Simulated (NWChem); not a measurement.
**Total energies of hydrogen sulfide (H$_{2}$S)**

```
S
H 1 1.3608
H 1 1.3608 2 91.41
```
Charge 0, spin multiplicity 1.

Everything below was run with NWChem. The geometry was optimised at PBE/def2-SVP, a minimum by its harmonic frequencies.

Basis set: cc-pVDZ (28 functions).

| method | total energy (Ha) |
|---|---|
| RHF | -398.69401 |
| MP2 | -398.83898 |
| B2PLYP | -399.24499 |
| PBE | -399.21155 |
| B3LYP | -399.40974 |
| LDA (SVWN5) | -397.99246 |
| CCSD(T) | -398.86507 |

Total energies of different functionals aren't comparable as a measure of quality: only differences taken within one method are. 

The correlated methods keep 5 core orbitals frozen. B3LYP has NWChem's definition, with VWN1-RPA local correlation. Coupled-cluster values serve here as a point of comparison, not as the truth.
